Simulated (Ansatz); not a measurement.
The first iterations of a band of C2H5NO (9 atoms, charge 0, multiplicity 1).

These are results of RKS PBE0/def2-SVPD in Ansatz, not measurements.

```
movable images  : 9
climbing image  : yes
spring          : 5.0 eV/Å²
optimiser       : quadratic models (default)
start path      : through a guess of the saddle point
force threshold : 0.05 eV/Å
iteration limit : 60
end points      : relaxed
```

Image 0:

```xyz
9
Properties=species:S:1:pos:R:3
C -0.320 0.597 -0.883
N -0.340 -0.402 0.156
C 0.659 -0.550 1.057
O 1.669 0.120 1.102
H -0.355 0.136 -1.881
H -1.165 1.294 -0.786
H 0.615 1.160 -0.787
H -1.130 -1.026 0.227
H 0.457 -1.375 1.778
```

Image 10:

```xyz
9
Properties=species:S:1:pos:R:3
C -0.331 0.646 -0.843
N -0.390 -0.179 0.337
C 0.704 -0.752 0.892
O 1.838 -0.646 0.478
H 0.718 0.709 -1.154
H -0.919 0.212 -1.665
H -0.703 1.661 -0.640
H -1.281 -0.347 0.780
H 0.452 -1.351 1.797
```

| iteration | highest image above the first end (eV) | largest band force component (eV/Å) |
| --- | --- | --- |
| 1 | 175.406 | 702.443 |
| 2 | 94.332 | 289.169 |
| 3 | 52.521 | 154.278 |
| 4 | 29.837 | 91.449 |
| 5 | 19.045 | 41.299 |
| 6 | 12.077 | 19.206 |
| 7 | 12.920 | 17.938 |
| 8 | 9.056 | 12.563 |
| 9 | 6.224 | 7.726 |
| 10 | 3.531 | 5.116 |

Question: Does the band converge within its limit, and where does its top end?

Answer: It converged. It ended after 30 iterations with the highest image 0.013 eV above the first end. A vibrational analysis at the climbing image gives one clearly imaginary mode, 79i cm⁻¹: a first-order saddle point.

The run took 9 min on 2 threads of Arm Neoverse V1, on a shared host, peak memory 0.27 GiB.
